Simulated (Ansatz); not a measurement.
BH$_{3}$ (`B`) at its PBE0-D4/def2-TZVP geometry, where that method's forces vanish. The species carries charge 0 and has multiplicity 1.

```xyz
4

B     0.0000    0.0000   -0.0001
H     1.1570   -0.2623    0.1301
H    -0.8305   -0.7104    0.4795
H    -0.3265    0.9728   -0.6095
```

**Question.** What forces (eV/Å) does ωB97M-V/def2-TZVPP give on these atoms in Ansatz? (An estimate is asked.)

**Answer.** The calculation gave: 
```
B1   0.000  0.000  0.001
H2  -0.173  0.039 -0.020
H3   0.124  0.106 -0.072
H4   0.049 -0.146  0.091
```
